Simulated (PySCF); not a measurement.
[PH3]+, doublet: computed properties

Level of theory: PySCF, UPBE0, basis P def2-TZVP, H def2-TZVP (no relativity, density fitting).

The structure is a minimum.

```xyz
4
charge 1 multiplicity 2, angstrom
P     0.0000    0.0000   -0.0330
H     1.3549    0.0000    0.3381
H    -0.6774    1.1733    0.3381
H    -0.6774   -1.1733    0.3381
```

```
Point group                                                                   : C3v
Bond lengths                                                                  : P–H 1.405 Å (×3)
Bond angles                                                                   : H–P–H 113.3° (×3)
Rotational symmetry number                                                    : 3
Lowest empty level (β)                                                        : -11.36 eV
Dipole moment about the centre of mass                                        : 0.52 D
Entropy at 298.15 K and 1 bar (electronic part: spin only)                    : 216.5 J/(mol K)
Rotational constants                                                          : 5.344, 5.344, 3.037 cm⁻¹
Spin squared ⟨S²⟩                                                             : 0.754
Principal polarisabilities                                                    : 14.7, 20.2, 20.2 bohr³
Highest occupied level (α)                                                    : -16.04 eV
Principal quadrupole moments (Buckingham, traceless) about the centre of mass : -2.40, 1.20, 1.20 D Å
Zero-point energy                                                             : 61.9 kJ/mol
Enthalpy at 298.15 K above 0 K                                                : 10.35 kJ/mol
Heat capacity Cp at 298.15 K                                                  : 39.4 J/(mol K)
```

Harmonic modes (masses in u: P 30.974, H 1.008):
```json
{"symmetry": "a1", "ω (cm⁻¹)": "725", "IR (km/mol, summed over degenerate members)": "3.3", "type": "bend"}
{"symmetry": "e", "ω (cm⁻¹)": "1039", "IR (km/mol, summed over degenerate members)": "12.9", "type": "bend"}
{"symmetry": "a1", "ω (cm⁻¹)": "2466", "IR (km/mol, summed over degenerate members)": "14.7", "type": "stretch"}
{"symmetry": "e", "ω (cm⁻¹)": "2539", "IR (km/mol, summed over degenerate members)": "118", "type": "stretch"}
```

In C3v the vibrations span 2a1 + 2e.

Charges (e):
```json
{"atom": "P1", "Mulliken": "0.30", "Löwdin": "0.76", "polar tensor": "0.70", "spin (Mulliken)": "1.01", "Mayer order to P1": "–"}
{"atom": "H2,3,4", "Mulliken": "0.23", "Löwdin": "0.08", "polar tensor": "0.10", "spin (Mulliken)": "0.00", "Mayer order to P1": "0.90"}
```

Mulliken populations on P1: s 5.61, p 8.96, d 0.13, f 0.01.

Only a few start shapes were tried, so a lower isomer may exist.

The final relaxation and frequency run took 7.8 s on 2 threads of a shared Arm Neoverse V2 host, with 55 basis functions and 8 gradients; the process peaked at 0.71 GiB.
